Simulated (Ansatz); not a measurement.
Basis-set extrapolation for C$_{3}$H$_{7}$FO$_{2}$ (`CC(O)(F)CO`) (PBE0-D4/def2-TZVP geometry, frozen core, the Gaussian-basis code of Ansatz). Multiplicity 1, RHF reference.

|  | def2-TZVPP | def2-QZVPP |
| --- | --- | --- |
| HF | -367.005883 | -367.022493 |
| MP2 correlation | -1.243611 | -1.340557 |
| CCSD(T) correlation | -1.322188 | not run |

Energies in hartree. Use E(X) = E(∞) + A·exp(−7.88·√X) for Hartree–Fock and E(X) = E(∞) + B·X^(−2.97) for correlation, with X = 3 and 4, and add CCSD(T) minus MP2 of the smaller set to the MP2 limit.

What is the CCSD(T) energy at the basis-set limit?

HF limit: -367.022493 + (-0.016610) × 0.13774 = -367.02478. MP2 limit: -1.340557 + (-0.096946) × 0.74074 = -1.41237. Higher-order term: -1.322188 − (-1.243611) = -0.07858. Total: -368.51573 hartree, 5.11 eV below CCSD(T)/def2-TZVPP.
